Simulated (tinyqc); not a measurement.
Worked calculation: coupled-perturbed Hartree-Fock on RHF in the sto-6g basis, for BH3, spin multiplicity 1. One step of it, computed by the program tinyqc.

Question. Iteration 7 (converged): orbitals. Diagonalise F' = X^T F X, C = X C', fill 4 alpha and 4 beta electrons from the bottom; D = 2 C_occ C_occ^T. Each column has its largest component positive (the first on a tie).

converged F (hartree), order 1B 1s, 1B 2s, 1B 2px, 1B 2py, 1B 2pz, 2H 1s, 3H 1s, 4H 1s:
$$\begin{pmatrix}
-7.526583 & -2.112623 & 0.000004 & 0.000000 & -0.000596 & -0.478447 & -0.478874 & -0.478874 \\
-2.112623 & -1.031943 & 0.000100 & 0.000000 & 0.007628 & -0.519680 & -0.519926 & -0.519926 \\
0.000004 & 0.000100 & -0.171051 & 0.000000 & -0.000006 & -0.383341 & 0.191770 & 0.191770 \\
0.000000 & 0.000000 & 0.000000 & -0.171097 & 0.000000 & 0.000000 & -0.332032 & 0.332032 \\
-0.000596 & 0.007628 & -0.000006 & 0.000000 & 0.237187 & 0.007730 & 0.007736 & 0.007736 \\
-0.478447 & -0.519680 & -0.383341 & 0.000000 & 0.007730 & -0.365117 & -0.127030 & -0.127030 \\
-0.478874 & -0.519926 & 0.191770 & -0.332032 & 0.007736 & -0.127030 & -0.365348 & -0.127169 \\
-0.478874 & -0.519926 & 0.191770 & 0.332032 & 0.007736 & -0.127030 & -0.127169 & -0.365348
\end{pmatrix}$$

X, order 1B 1s, 1B 2s, 1B 2px, 1B 2py, 1B 2pz, 2H 1s, 3H 1s, 4H 1s:
$$\begin{pmatrix}
1.031625 & -0.171090 & 0.000010 & 0.000000 & 0.000896 & 0.024297 & 0.024301 & 0.024301 \\
-0.171090 & 1.358370 & -0.000169 & 0.000000 & -0.009169 & -0.305614 & -0.305866 & -0.305866 \\
0.000010 & -0.000169 & 1.179514 & 0.000000 & 0.000005 & -0.326695 & 0.163503 & 0.163503 \\
0.000000 & 0.000000 & 0.000000 & 1.179542 & 0.000000 & 0.000000 & -0.283058 & 0.283058 \\
0.000896 & -0.009169 & 0.000005 & 0.000000 & 1.000254 & 0.008508 & 0.008517 & 0.008517 \\
0.024297 & -0.305614 & -0.326695 & 0.000000 & 0.008508 & 1.227227 & -0.015289 & -0.015289 \\
0.024301 & -0.305866 & 0.163503 & -0.283058 & 0.008517 & -0.015289 & 1.227479 & -0.015263 \\
0.024301 & -0.305866 & 0.163503 & 0.283058 & 0.008517 & -0.015289 & -0.015263 & 1.227479
\end{pmatrix}$$

Give: F' = X^T F X; orbital energies; coefficients C; D after iteration 7.

Answer.

F' = X^T F X (hartree):
$$\begin{pmatrix}
-7.3548 & -1.1143 & 0.0000 & 0.0000 & 0.0002 & -0.0593 & -0.0594 & -0.0594 \\
-1.1143 & -0.1710 & -0.0001 & 0.0000 & -0.0058 & -0.3758 & -0.3760 & -0.3760 \\
0.0000 & -0.0001 & 0.1672 & 0.0000 & 0.0000 & -0.4606 & 0.2304 & 0.2304 \\
0.0000 & 0.0000 & 0.0000 & 0.1672 & 0.0000 & 0.0000 & -0.3990 & 0.3990 \\
0.0002 & -0.0058 & 0.0000 & 0.0000 & 0.2376 & 0.0096 & 0.0096 & 0.0096 \\
-0.0593 & -0.3758 & -0.4606 & 0.0000 & 0.0096 & 0.0353 & -0.0365 & -0.0365 \\
-0.0594 & -0.3760 & 0.2304 & -0.3990 & 0.0096 & -0.0365 & 0.0355 & -0.0365 \\
-0.0594 & -0.3760 & 0.2304 & 0.3990 & 0.0096 & -0.0365 & -0.0365 & 0.0355
\end{pmatrix}$$

orbital energies (hartree): MO1 -7.5290, MO2 -0.6456, MO3 -0.4467, MO4 -0.4467, MO5 0.2370, MO6 0.6119, MO7 0.6858, MO8 0.6859

coefficients C, order 1B 1s, 1B 2s, 1B 2px, 1B 2py, 1B 2pz, 2H 1s, 3H 1s, 4H 1s:
$$\begin{pmatrix}
0.9944 & -0.2166 & 0.0000 & -0.0001 & -0.0113 & -0.2438 & 0.0008 & 0.0000 \\
0.0232 & 0.5765 & 0.0000 & 0.0003 & 0.0525 & 1.3488 & -0.0046 & 0.0000 \\
0.0000 & -0.0002 & 0.0000 & 0.5035 & 0.0000 & 0.0034 & 1.1393 & 0.0000 \\
0.0000 & 0.0000 & 0.5035 & 0.0000 & 0.0000 & 0.0000 & 0.0000 & 1.1393 \\
-0.0001 & -0.0048 & 0.0000 & 0.0000 & 0.9987 & -0.0588 & 0.0002 & 0.0000 \\
-0.0040 & 0.2808 & 0.0000 & 0.5260 & -0.0184 & -0.7045 & -0.9248 & 0.0000 \\
-0.0040 & 0.2810 & 0.4554 & -0.2628 & -0.0184 & -0.7003 & 0.4660 & -0.8031 \\
-0.0040 & 0.2810 & -0.4554 & -0.2628 & -0.0184 & -0.7003 & 0.4660 & 0.8031
\end{pmatrix}$$

D after iteration 7, order 1B 1s, 1B 2s, 1B 2px, 1B 2py, 1B 2pz, 2H 1s, 3H 1s, 4H 1s:
$$\begin{pmatrix}
2.0715 & -0.2035 & 0.0000 & 0.0000 & 0.0019 & -0.1296 & -0.1296 & -0.1296 \\
-0.2035 & 0.6658 & 0.0001 & 0.0000 & -0.0055 & 0.3238 & 0.3237 & 0.3237 \\
0.0000 & 0.0001 & 0.5070 & 0.0000 & 0.0000 & 0.5295 & -0.2647 & -0.2647 \\
0.0000 & 0.0000 & 0.0000 & 0.5070 & 0.0000 & 0.0000 & 0.4586 & -0.4586 \\
0.0019 & -0.0055 & 0.0000 & 0.0000 & 0.0000 & -0.0027 & -0.0027 & -0.0027 \\
-0.1296 & 0.3238 & 0.5295 & 0.0000 & -0.0027 & 0.7110 & -0.1187 & -0.1187 \\
-0.1296 & 0.3237 & -0.2647 & 0.4586 & -0.0027 & -0.1187 & 0.7110 & -0.1187 \\
-0.1296 & 0.3237 & -0.2647 & -0.4586 & -0.0027 & -0.1187 & -0.1187 & 0.7110
\end{pmatrix}$$
